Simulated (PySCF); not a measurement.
**HBS (hydrogen boron sulfide) at CCSD(T)/STO-3G**

Aim: the energy change on altering one bond length of HBS (hydrogen boron sulfide) at CCSD(T)/STO-3G, from 2 runs. 

The results are computed with PySCF 2.14.0.

9 further runs of the same task are left out: 9 set aside as unsound or not needed.

**1. The system as given**

HBS: 3 atoms, total charge 0, spin state singlet. As SMILES, `B=S`. The coordinates come from a GFN2-xTB relaxation.

Bond lengths: B1–S2 1.592 Å, B1–H3 1.144 Å. Angles: S2–B1–H3 179.9°.

**2. The energy at CCSD(T)/STO-3G**

The input, input.py:

```python
from pyscf import gto, cc

mol = gto.M(
    atom=[
    ('B', (-0.041030, -0.016100, 0.142540)),
    ('S', (0.395320, 0.146510, -1.379660)),
    ('H', (-0.354300, -0.130410, 1.237110)),
],
    max_memory=1860,
    verbose=3,
    basis='sto-3g',
)

calc0 = mol.RHF()
calc0.conv_tol = 1e-10
calc0.kernel()
if not calc0.converged:
    calc0 = calc0.newton().run(calc0.mo_coeff, calc0.mo_occ)

mycc = cc.CCSD(calc0, frozen=6)
mycc.kernel()
e_t = mycc.ccsd_t()
etot = mycc.e_tot + e_t
print('E(%s) = %.9f' % ('CCSD(T)', etot))
```

Run with:

```
$ OMP_NUM_THREADS=1 python input.py
```

What it wrote:

```text
converged SCF energy = -418.121282919439
E(CCSD) = -418.2322414968531  E_corr = -0.1109585774139532
CCSD(T) correction = -0.00619517836327516
E(CCSD(T)) = -418.238436675
```

Run time: 0.66 s. Hardware: 1 thread of Arm Neoverse V2, shared host; peak memory 0.12 GiB.

**3. The distorted shape, same level**

The input, run.py:

```python
from pyscf import gto, cc

mol = gto.M(
    atom='''
B      0.218481     0.077590    -0.764925
S      1.043063     0.384879    -3.641466
H     -0.669530    -0.246439     2.337799
''',
    charge=0,
    unit='bohr',
    max_memory=1860,
    basis='sto-3g',
    verbose=3,
)

hf = mol.RHF()
hf.conv_tol = 1e-10
hf.kernel()
if not hf.converged:
    hf = hf.newton().run(hf.mo_coeff, hf.mo_occ)

mycc = cc.CCSD(hf, frozen=6)
mycc.kernel()
e_t = mycc.ccsd_t()
e_final = mycc.e_tot + e_t
print(f'total energy: {e_final:.8f} hartree')
```

Run with:

```
$ OMP_NUM_THREADS=1 python run.py
```

What it wrote:

```text
converged SCF energy = -418.008289236282
E(CCSD) = -418.1476211278658  E_corr = -0.1393318915834522
CCSD(T) correction = -0.00718845409020439
total energy: -418.15480958 hartree
```

Wall time 0.7 s (1 thread of Arm Neoverse V2, shared host); peak memory 0.12 GiB.

**4. Outcome**

Level: CCSD(T)/STO-3G, 6 core orbitals frozen.

| quantity | value |
| --- | --- |
| first shape: total energy | -418.23844 Eh |
| first shape: dipole moment (Hartree–Fock density) | 0.97 D |
| first shape: HOMO energy (Hartree–Fock orbitals) | -7.96 eV |
| first shape: LUMO energy (Hartree–Fock orbitals) | 7.83 eV |
| first shape: HOMO–LUMO gap (Hartree–Fock orbitals) | 15.78 eV |
| first shape: correlation energy (6 core orbitals frozen) | -117.2 mEh |
| first shape: (T) correction | -6.20 mEh |
| first shape: T1 diagnostic | 0.031 |
| distorted shape: total energy | -418.15481 Eh |
| distorted shape: dipole moment (Hartree–Fock density) | 1.01 D |
| distorted shape: HOMO energy (Hartree–Fock orbitals) | -7.98 eV |
| distorted shape: LUMO energy (Hartree–Fock orbitals) | 7.93 eV |
| distorted shape: HOMO–LUMO gap (Hartree–Fock orbitals) | 15.91 eV |
| distorted shape: correlation energy (6 core orbitals frozen) | -146.5 mEh |
| distorted shape: (T) correction | -7.19 mEh |
| distorted shape: T1 diagnostic | 0.032 |
| energy change with the B1–H3 bond stretched from 1.144 to 1.716 Å | 2.276 eV |

In words: With the B1–H3 bond stretched from 1.144 to 1.716 Å the energy rises by 2.28 eV (220 kJ/mol). The first shape isn't relaxed at this level, so the change isn't measured from a minimum. The minimal basis adds a large error of its own. The T1 diagnostic (first shape) of 0.031 is above the customary mark for such species, so a single reference may not serve. The triples (first shape) make up 5.3 % of the correlation energy. The T1 diagnostic (distorted shape) of 0.032 is above the customary mark for such species, so a single reference may not serve. The triples (distorted shape) make up 4.9 % of the correlation energy.
